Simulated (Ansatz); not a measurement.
Process, species as SMILES: [NH2] (NH2) → [NH2-] (an electron is taken up)
B3LYP-D3(BJ)/def2-TZVP geometries, fixed; electronic energies without zero-point terms; positive where energy is released.

The adiabatic electron affinity at CCSD(T) with Ansatz (a quantum-chemistry and plane-wave program), in eV, split into its Hartree-Fock and correlation parts. Cores are frozen. Open shells are unrestricted. No added dispersion term, no relativity. Functions are those of the species that has most.

| basis | X | functions | Hartree-Fock | CCSD(T) |
|---|---|---|---|---|
| aug-cc-pVDZ | 2 | 41 | -1.071 | 0.542 |
| aug-cc-pVTZ | 3 | 92 | -1.086 | 0.664 |
| aug-cc-pVQZ | 4 | 172 | -1.085 | 0.709 |

Worked estimate of the basis-set limit from each neighbouring pair, with Hartree-Fock from the larger set and the correlation part extrapolated as X^-3.
Correlation parts: X = 2: 1.613, X = 3: 1.750, X = 4: 1.794.
- (2,3): (27·(1.750) - 8·(1.613))/19 = 1.808; with Hartree-Fock -1.086 the estimate is 0.722 eV.
- (3,4): (64·(1.794) - 27·(1.750))/37 = 1.826; with Hartree-Fock -1.085 the estimate is 0.741 eV.
The last two estimates differ by 0.019 eV; the largest set lies 0.032 from the last. Over the last step Hartree-Fock moves by 0.001 and the correlation part by 0.044.
